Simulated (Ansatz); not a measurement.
Two shapes of doublet CHO.

Shape 1:

```xyz
3

C     0.0000    0.4471   -0.3001
H     0.0000    1.3738    0.1812
O     0.0000   -0.5071    0.2024
```

Shape 2:

```xyz
3

C     0.0278    0.5251   -0.3122
H    -0.0466    1.5053    0.2106
O    -0.0151   -0.5725    0.2627
```

Basis set: cc-pVTZ (spherical functions). Frozen core: 2 orbitals. Charge 0, multiplicity 2.

Computed with Ansatz (development build ahead of 0.2.0); each method stands on the lowest determinant of its kind that the runs found.

(1) Which shape is lower in energy, and by how much in each method?

Answers

(1)

```json
{"method": "UHF", "E(2) − E(1) (eV)": "-0.080"}
{"method": "UHF-MP2", "E(2) − E(1) (eV)": "-0.592"}
```

Shape 2 is lower.
